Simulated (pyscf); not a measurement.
Thermochemistry of product channels of HO–In(OH)–OH (SMILES [OH][In]([OH])[OH]) + H₂S (SMILES S) on the singlet surface, in kcal/mol, from ωB97M-D3(BJ)/def2-TZVP energies (ideal gas, 1 atm, RRHO with modes under 100 cm⁻¹ raised to 100, one conformer, R ln 2 for chiral ones without a mode under 150 cm⁻¹). Optimised with ωB97X-D3(BJ)/def2-SVP in PySCF.

```
products                                                          ΔE  ΔH(298 K)  ΔG(600 K)  ΔG(1200 K)
---------------------------------------------------------------  ---  ---------  ---------  ----------
HO–In(OH)–SH (SMILES [OH][In]([OH])[SH]) + H₂O (SMILES O)        [?]      -14.5      -13.5       -12.4
HO–In(OH)–O–SH (SMILES [OH][In]([OH])[O]S) + H₂ (SMILES [H][H])  [?]      +33.2      +38.6       +42.4
```

Task: Complete the blanks.

Result: 
- HO–In(OH)–SH (SMILES [OH][In]([OH])[SH]) + H₂O (SMILES O), ΔE: -16.3
- HO–In(OH)–O–SH (SMILES [OH][In]([OH])[O]S) + H₂ (SMILES [H][H]), ΔE: +35.9

These are energies of the channels, which say nothing of barriers. Elements past Kr carry the def2 core potentials, without spin-orbit coupling.
